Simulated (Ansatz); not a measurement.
## Telling isomers of BFH4Si apart by their spectra

These gas-phase data were calculated for one isomer of BFH4Si at B3LYP/6-31G* (harmonic, unscaled wavenumbers; equilibrium rotational constants with average atomic masses):

```
rotational constants            : 35.65, 4.329, 4.04 GHz
all wavenumbers above 1500 cm⁻¹ : 2615, 2245, 2228, 2224
dipole moment                   : 0.58 D (PBE0/def2-TZVPD)
```

Candidates:

(1) `FB[SiH3]`, a singlet
(2) `B[SiH2]F`, a singlet

Question: Which candidate do the data belong to?

Answer: Candidate (1). 1 mode lies between 2350 and 2900 cm⁻¹, one for each B–H bond, while (2) has 2.

The same quantities for all candidates:

```
     rotational constants (GHz)  wavenumbers above 1500 cm⁻¹  dipole (D)  E above the lowest, B3LYP/6-31G* (kcal/mol)
(1)          35.65, 4.329, 4.04       2615, 2245, 2228, 2224        0.58                                          0.0
(2)          21.56, 6.375, 5.22       2705, 2620, 2226, 2223        1.50                                          7.2
```

Each candidate is one conformer. Programs: Ansatz 0.2.0.
